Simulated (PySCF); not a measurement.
**P2 at other levels of theory**

What do other methods print for P2?

Method: method and basis as typed in the scripts; program: PySCF 2.14.0.

1 further run of the same task is left out (it didn't finish).

### Step 1. Starting geometry

P2: 2 atoms, charge 0, spin multiplicity 1.

Bond lengths: P1–P2 1.917 Å.

### Step 2. The base run

The input, input.py:

```python
from pyscf import gto, scf, cc

mol = gto.M(
    atom='P 0 0 0; P 0 0 1.917',
    basis='def2-svp',
    charge=0,
    spin=0,
    verbose=4,
)
mf = scf.RHF(mol)
mf.kernel()
mycc = cc.CCSD(mf, frozen=10)
mycc.kernel()
e = mycc.eeccsd(nroots=8)[0]
print('roots (eV) =', (e*27.211386).round(3))
mf.dip_moment()
print('orbital energies (hartree):', mf.mo_energy[..., max(0, mol.nelec[1]-3):mol.nelec[0]+3].round(4))
```

Started as:

```console
$ python input.py
```

### Step 3. ROHF

Variant 1 changes SCF type: RHF → ROHF.

input.py: that of step 2 with these lines changed.

```diff
@@ -9,3 +9,3 @@
 )
-mf = scf.RHF(mol)
+mf = scf.ROHF(mol)
 mf.kernel()
```

### Step 4. R2scan (RKS)

Variant 2 changes functional: none (Hartree–Fock) → r2scan; SCF type: RHF → RKS; step after the SCF: eomee → analyze.

The input, input.py:

```python
from pyscf import gto, dft

mol = gto.M(
    atom='P 0 0 0; P 0 0 1.917',
    basis='def2-svp',
    charge=0,
    spin=0,
    verbose=4,
)
mf = dft.RKS(mol, xc='r2scan')
mf.kernel()
mf.analyze()
print('orbital energies (hartree):', mf.mo_energy[..., max(0, mol.nelec[1]-3):mol.nelec[0]+3].round(4))
```

### Step 5. Gradient

Variant 3 changes step after the SCF: eomee → gradient.

The input, input.py:

```python
from pyscf import gto, scf

mol = gto.M(
    atom='P 0 0 0; P 0 0 1.917',
    basis='def2-svp',
    charge=0,
    spin=0,
    verbose=4,
)
mf = scf.RHF(mol)
mf.kernel()
mf.nuc_grad_method().kernel()
mf.dip_moment()
print('orbital energies (hartree):', mf.mo_energy[..., max(0, mol.nelec[1]-3):mol.nelec[0]+3].round(4))
```

### Step 6. Number of roots 1

Variant 4 changes number of roots: 8 → 1.

input.py: that of step 2 with these lines changed.

```diff
@@ -13,3 +13,3 @@
 mycc.kernel()
-e = mycc.eeccsd(nroots=8)[0]
+e = mycc.eeccsd(nroots=1)[0]
 print('roots (eV) =', (e*27.211386).round(3))
```

What does the calculation give? Wanted: for each run, E(SCF); from base; gap; after the SCF.

**Answer**, as computed:

| run | E(SCF) (hartree) | from base (eV) | cycles | gap (eV) | after the SCF |
| --- | --- | --- | --- | --- | --- |
| base | -681.243462 | 0 | 8 | 10.75 | CCSD correlation -6.639 eV, core frozen, first root 2.52 eV |
| ROHF | -681.243462 | 0.0000 | 8 | n/a | CCSD correlation -6.639 eV, core frozen, first root 2.52 eV |
| r2scan (RKS) | -682.424768 | not comparable | 6 | 4.02 | n/a |
| gradient | -681.243462 | 0.0000 | 8 | 10.75 | n/a |
| number of roots 1 | -681.243462 | 0.0000 | 8 | 10.75 | CCSD correlation -6.639 eV, core frozen, first root 2.52 eV |

What this shows: The SCF energy stays the same, to the digits that matter, with ROHF. Total energies of different functionals can't be compared with each other; differences within one functional can.
